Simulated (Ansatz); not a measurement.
**Worked example: building the atomization energy of C₃H₃N, singlet**

Measured: the G2/97 heats of formation, with zero-point and thermal terms from B3LYP taken off, give an electronic atomization energy of 764.0 kcal/mol (Curtiss et al., J. Chem. Phys. 106, 1063 (1997); Staroverov et al., J. Chem. Phys. 119, 12129 (2003)). The calculation below tries to reproduce it.

Geometry (MP2(full)/6-31G*, from the G2/97 set):

```xyz
7

C    -0.1480   -1.7281    0.0000
C     0.5986   -0.6144    0.0000
C     0.0136    0.6928    0.0000
H    -1.2316   -1.6876    0.0000
H     0.3196   -2.7059    0.0000
H     1.6835   -0.6616    0.0000
N    -0.4536    1.7784    0.0000
```

Atomization energies (atoms less molecule, kcal/mol) from Ansatz 0.2.0, frozen cores, restricted molecule, unrestricted atoms, sets cc-pVDZ, cc-pVTZ, cc-pVQZ:

| level | DZ | TZ | QZ |
| --- | --- | --- | --- |
| HF | 520.11 | 530.66 | 532.04 |
| CCSD(T) | 699.71 | 738.21 | 750.50 |
| CCSDT | 699.34 | 737.01 | – |
| CCSDT(Q) | 700.87 | 738.74 | – |

**Question.** Extrapolate Hartree–Fock with exp(−5.46 √X) and the CCSD(T) correlation part with X⁻³ (X = 3, 4), add each higher step from the largest set that has it, and compare with the measured value.

**Answer.** Hartree–Fock: 532.04 + (532.04 − 530.66) × 0.301 = 532.46.
Correlation: TZ 207.55, QZ 218.46; (64 × 218.46 − 27 × 207.55) / 37 = 226.42.
Full triples (TZ): 737.01 − 738.21 = -1.20.
(Q) (TZ): 738.74 − 737.01 = 1.73.
Sum: 759.4 kcal/mol, 4.6 below the measured 764.0.

The steps beyond CCSD(T) add 0.53 kcal/mol, while going from QZ to the limit adds 8.38. Core correlation, scalar relativity, spin–orbit terms and the relaxation from this MP2 geometry are missing from the sum, and the measured value has its own uncertainty. A sum this far under the measured value points to those terms.
